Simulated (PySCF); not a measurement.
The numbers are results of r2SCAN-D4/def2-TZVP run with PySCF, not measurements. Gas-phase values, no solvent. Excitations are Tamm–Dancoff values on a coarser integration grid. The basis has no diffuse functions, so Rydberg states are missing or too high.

Reference species (SMILES): `C#CC` (neutral, multiplicity 1).

```
Property                 Result
----------------------  -------
S1 excitation (TDA)     7.14 eV
HOMO–LUMO gap           7.29 eV
S1 oscillator strength    0.002
dipole moment            0.88 D
```

Changed species: `C1=CC1`.

**Question.** What does the change do to the S1 excitation (TDA), HOMO–LUMO gap, S1 oscillator strength and dipole moment?

**Answer.** the S1 excitation (TDA) drops by 0.39 eV, to 6.75 eV; the HOMO–LUMO gap falls by 1.72 eV, to 5.57 eV; the S1 oscillator strength hardly moves; the dipole moment decreases by 0.38 D, to 0.50 D.
